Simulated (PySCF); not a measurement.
Bonds (- single, = double, # triple, : aromatic): C1:C2 1.431 Å, C2:C3 1.363 Å, C3:O4 1.348 Å, O4:C5 1.348 Å, C5:C1 1.363 Å. C1 carries H6; C2 carries H7; C3 carries H8; C5 carries H9.

- coordinates at the PBE0-D3(BJ)/def2-SVP level
- σ from GIAO-PBE0/pcSseg-1
- program: PySCF
- one computed conformer, gas phase, no relativistic terms, rapidly exchanging positions averaged

Shifts are taken against calculated references (same method and geometry level): ¹³C and ¹H against TMS; H2O for ¹⁷O.

```
atoms  nucleus  count  δ (ppm)
H6/H7       ¹H      2        ?
H8/H9       ¹H      2     7.42
   O4      ¹⁷O      1    306.9
C3/C5      ¹³C      2    146.1
C1/C2      ¹³C      2        ?
```

Complete the table.

Answers


- C1/C2: 115.4 ppm, aromatic CH
- H6/H7: 6.55 ppm, hydrogen on an aromatic CH; ring-current deshielding

Shifts are as computed. Against solution values, carbons near 30 ppm lie about +2 ppm off and those near 130 ppm about +5 ppm. Of 1211 compounds with measured shifts, 218 miss one by over three times the rms of a fit or turn the order of signals round; such compounds aren't used in these exercises. Unscaled 17O shifts of doubly bonded oxygen tend to come out too high, by tens of ppm or more. Experimental scales use liquid or dissolved standards, which lie at an offset from isolated H2O (liquid H2O: subtract about 36 ppm).
